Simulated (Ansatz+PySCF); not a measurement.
**doublet NO: levels of theory in one basis**

```xyz
2

N     0.0000    0.0000   -0.5605
O     0.0000    0.0000    0.4905
```

Basis set: def2-SVP (spherical functions). Frozen core: 2 orbitals. Correlation on ROHF uses semicanonical orbitals with singles. Charge 0, multiplicity 2.

Computed with Ansatz (development build ahead of 0.2.0); each method stands on the lowest determinant of its kind that the runs found. NEVPT2 correlates all electrons. Active spaces start from the frontier orbitals, and the lowest solution found is given.

| method | E − E(ROHF) (eV) | <S²> of the determinant |
| --- | --- | --- |
| ROHF | 0.00 | 0.75 |
| UHF | -0.16 | 0.76 |
| ROHF-MP2 | -8.40 | – |
| ROHF-CCSD | -8.60 | – |
| UHF-CCSD | -8.60 | 0.76 |
| ROHF-CCSD(T) | -8.84 | – |
| CASSCF(11,8) | -2.77 | – |
| SC-NEVPT2(11,8) | -7.96 | – |

(1) What does UHF-MP2 give on the same scale?

(2) Is a single determinant a sound starting point here?

## Answers

(1) -8.33 eV.

(2) By this sign, yes. Unrestricted orbitals gain 0.16 eV and <S²> is 0.76 against 0.75 for a pure state. The CASSCF(11,8) natural occupations are 2.00, 1.99, 1.98, 1.98, 1.95, 1.02, 0.06, 0.02.
